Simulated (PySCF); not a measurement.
# Changing the system itself: SO⁻

How does SO⁻ answer to another spin, charge, distance or environment?

The runs use PySCF 2.14.0; method and basis as typed in the scripts.

1 further run of the same task is left out (it didn't finish).

**1. The system as given**

SO⁻: 2 atoms, charge -1, spin multiplicity 2.

Bond lengths: S1–O2 1.685 Å.

**2. Base script**

input.py reads:

```python
from pyscf import gto, scf, cc

mol = gto.M(
    atom='S 0 0 0; O 0 0 1.685',
    basis='6-31g',
    charge=-1,
    spin=1,
    verbose=4,
)
mf = scf.UHF(mol)
mf = mf.density_fit(auxbasis='def2-universal-jkfit')
mf.kernel()
mycc = cc.CCSD(mf, frozen=6)
mycc.kernel()
e = mycc.eeccsd(nroots=8)[0]
print('roots (eV) =', (e*27.211386).round(3))
mf.dip_moment()
print('orbital energies (hartree):', [e[max(0, n-3):n+3].round(4) for e, n in zip(mf.mo_energy, mol.nelec)])
```

Started as:

```
$ OMP_NUM_THREADS=1 python input.py
```

The log of this run is left out.

In short: E(SCF) = -472.281596 Eh, E(CCSD) − E(SCF) = -0.16909 Eh, ⟨S²⟩ = 0.765, excitation roots 1.000, 1.000, 2.600, 3.249, 3.637 eV.

The bond length is a typed value, not an optimised one. Spin-unrestricted EOM-EE roots include spin flips and other components of the reference, which can be negative or near zero. The dipole of an ion depends on the origin.

**3. Electric field 0.05 a.u.**

Run 1 changes electric field: none → 0.05 a.u.

input.py reads:

```python
from pyscf import gto, scf, cc

mol = gto.M(
    atom='S 0 0 0; O 0 0 1.685',
    basis='6-31g',
    charge=-1,
    spin=1,
    verbose=4,
)
mf = scf.UHF(mol)
mf = mf.density_fit(auxbasis='def2-universal-jkfit')
field = 0.05  # electric field along z, atomic units
h = mf.get_hcore() + field*mol.intor('int1e_r')[2]
mf.get_hcore = lambda *args: h
e_nuc = mol.energy_nuc() - field*mol.atom_charges() @ mol.atom_coords()[:, 2]
mf.energy_nuc = lambda *args: e_nuc
mf.kernel()
mycc = cc.CCSD(mf, frozen=6)
mycc.kernel()
e = mycc.eeccsd(nroots=8)[0]
print('roots (eV) =', (e*27.211386).round(3))
mf.dip_moment()
print('orbital energies (hartree):', [e[max(0, n-3):n+3].round(4) for e, n in zip(mf.mo_energy, mol.nelec)])
```

Started as:

```
$ OMP_NUM_THREADS=1 python input.py
```

**4. Bond 1.634 Å**

Run 2 changes bond length: 1.685 Å → 1.634 Å.

Changes to input.py since step 2:

```diff
@@ -3,3 +3,3 @@
 mol = gto.M(
-    atom='S 0 0 0; O 0 0 1.685',
+    atom='S 0 0 0; O 0 0 1.634',
     basis='6-31g',
```

**5. Quartet**

Run 3 changes spin (2S): 1 → 3.

Changes to input.py since step 2:

```diff
@@ -6,3 +6,3 @@
     charge=-1,
-    spin=1,
+    spin=3,
     verbose=4,
```

**6. Charge -2 (singlet)**

Run 4 changes charge: -1 → -2; spin (2S): 1 → 0.

Changes to input.py since step 2:

```diff
@@ -5,4 +5,4 @@
     basis='6-31g',
-    charge=-1,
-    spin=1,
+    charge=-2,
+    spin=0,
     verbose=4,
```

**7. Bond 2.527 Å**

Run 5 changes bond length: 1.685 Å → 2.527 Å.

Changes to input.py since step 2:

```diff
@@ -3,3 +3,3 @@
 mol = gto.M(
-    atom='S 0 0 0; O 0 0 1.685',
+    atom='S 0 0 0; O 0 0 2.527',
     basis='6-31g',
```

**Question.** What will these runs give? Wanted: for each run, E(SCF); from base; gap, α spin; after the SCF.

The runs gave:

| run | E(SCF) (hartree) | from base (eV) | cycles | gap, α spin (eV) | after the SCF |
| --- | --- | --- | --- | --- | --- |
| base | -472.281596 | 0 | 17 | 13.02 | CCSD correlation -4.601 eV, core frozen, first root 1.00 eV |
| electric field 0.05 a.u. | -472.258457 | not comparable | 14 | 12.61 | CCSD correlation -4.299 eV, core frozen, first root 2.00 eV |
| bond 1.634 Å | -472.275610 | +0.1629 | 16 | 13.26 | CCSD correlation -4.581 eV, core frozen, first root 1.00 eV |
| quartet | -472.166913 | +3.1207 | 13 | 17.04 | CCSD correlation -4.750 eV, core frozen, first root -2.91 eV |
| charge -2 (singlet) | -471.993545 | +7.8383 | 11 | 12.77 | CCSD correlation -4.766 eV, core frozen, first root 6.95 eV |
| bond 2.527 Å | -472.131676 | +4.0795 | 15 | 9.73 | CCSD correlation -6.953 eV, core frozen, first root 0.30 eV |

**Reading.** The largest comparable shift of the SCF energy, +4.080 eV, comes with the run “bond 2.527 Å”. The quartet solution found lies 3.12 eV above the base doublet at this geometry and level. At the SCF level, adding an electron (to the singlet) costs 7.84 eV at fixed geometry; correlation, diffuse functions and relaxation can still bind it. With bond 2.527 Å the frontier gap moves by over 1.5 eV, which can mean another electronic state rather than the bond length alone.
